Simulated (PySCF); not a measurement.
One molecule, a ladder of functionals, a line

Molecule: `CCNC`, C3H9N.

Mapped SMILES: `[CH3:1][CH2:2][NH:3][CH3:4]`; H(Xn) means a hydrogen on atom n.

GIAO shieldings (ppm, equivalent atoms averaged) in PySCF 2.14 on the PBE0-D3(BJ)/def2-SVP geometry, basis pcSseg-2, gas phase, non-relativistic:

| functional | exact exchange (%) | σ(C2) | σ(C4) | σ(N3) |
| --- | --- | --- | --- | --- |
| BLYP | 0 | 119.9 | 133.3 | 193.8 |
| BP86 | 0 | 125.7 | 138.1 | 202.3 |
| PBE | 0 | 125.7 | 138.4 | 201.5 |
| B3LYP | 20 | 126.4 | 138.7 | 203.1 |
| PBE0 | 25 | 133.2 | 144.5 | 212.0 |
| BHandHLYP | 50 | 134.4 | 145.4 | 213.4 |
| HF | 100 | 145.9 | 154.9 | 227.2 |

**Question.** Fit each shielding as a line in the percentage of exact exchange.

**Answer.** σ(C2) = 124.0 + 0.22 x (rms 2.4 ppm); σ(C4) = 136.8 + 0.18 x (rms 2.1 ppm); σ(N3) = 199.8 + 0.28 x (rms 3.3 ppm). The functionals also differ in their semilocal parts, which the line can't hold; Hartree–Fock has no correlation at all.

**Question.** What does the line predict for mPW1PW91 (25 %), and what does the run give?

**Answer.** σ(C2): 129.5 predicted, 132.6 computed; σ(C4): 141.3 predicted, 143.8 computed; σ(N3): 206.8 predicted, 211.5 computed ppm.
